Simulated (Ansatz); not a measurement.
Consider the hydrogenolysis of a C–O bond: `CC(F)CO` + H₂ → `CC(C)F` + H₂O.

Isolated molecules relaxed with PBE0-D4/def2-TZVP in Ansatz; ΔE leaves out vibrations. CBS: MP2 limit from def2 TZ/QZ plus the TZ coupled-cluster correction, frozen cores. This one scheme is used for every species. Functionals use def2-TZVPP. B3LYP here is the variant with VWN-RPA as its local correlation; programs differ in this. HSE06 is defined as in plane-wave codes. One conformer a species, not always the lowest.

**Question.** Is it downhill or uphill in electronic energy at CCSD(T)/CBS, and by how much? (An estimate is asked.)

**Answer.** The calculation gave: Downhill: ΔE = -106.2 kJ/mol.

**Question.** What do these levels give: B97M-V, B3LYP-D4, HSE06-D4, CAM-B3LYP-D4, r2SCAN, r2SCANh, r2SCAN0, HSE06, CCSD/def2-SVP, SCS-MP2/def2-TZVPP, CCSD/def2-TZVPP, MP2/CBS(def2)? (Estimate.)

**Answer.** The calculation gave: B97M-V -102.9, B3LYP-D4 -99.4, HSE06-D4 -101.9, CAM-B3LYP-D4 -99.2, r2SCAN -98.3, r2SCANh -100.3, r2SCAN0 -103.0, HSE06 -104.1, CCSD/def2-SVP -94.2, SCS-MP2/def2-TZVPP -104.2, CCSD/def2-TZVPP -106.0, MP2/CBS(def2) -109.2 kJ/mol.

**Question.** What do rigid-rotor, harmonic-oscillator terms from PBE0-D4/def2-TZVP frequencies (298.15 K, 1 bar) make of the CCSD(T)/CBS value? (Estimate.)

**Answer.** Computed: ΔZPE = +15.5 kJ/mol, ΔH = -91.9 kJ/mol, ΔS = 34 J/(mol·K), ΔG = -102.1 kJ/mol.

Largest T1 diagnostic among the species: 0.010.

In def2-TZVPP, CCSD(T) changes the Hartree–Fock value by +7.7 kJ/mol (the triples alone add +3.3 kJ/mol) and MP2 by +4.7 kJ/mol. From BLYP to BHLYP (50 % exact exchange), in def2-TZVPP and without D4, ΔE moves by −5.9 kJ/mol.
